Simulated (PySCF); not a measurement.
**Computed χzz against gas-phase spectroscopy**

Values to reproduce (atoms as numbered below): 14N at N1: χzz = -6.76 MHz [1].
[1] measured, gas; W. C. Bailey, Calculation of NQCC in Gaseous State Molecules (compilation of microwave values)

Compound: NO+, NO (charge +1).
Numbering: `[N:1]#[O+:2]`

Geometry (GFN2-xTB, Å), atoms numbered from 1 in this order:
```xyz
2
NO angstrom
N      0.5274   -0.0029   -0.0029
O     -0.5246    0.0041   -0.0113
```

**Question.** How do the computed couplings compare?

**Answer.** PySCF, non-relativistic, all at one geometry, with Q(14N) = 0.02044 b:

```
        level  functions  14N N1 (MHz)  computed/reference − 1 (%)
  B3LYP/pcJ-1         54        -7.133                        +5.5
PBE0/pcSseg-1         34        -7.169                        +6.0
```

Closest here is B3LYP/pcJ-1 (5.5 % unsigned error), furthest PBE0/pcSseg-1 (6.0 %); one molecule doesn't rank methods. Computed values are for fixed nuclei, while measured ones can include vibrational averaging. GFN2-xTB bond lengths can be off by several hundredths of an ångström, more for odd bonds, and the gradients follow them.
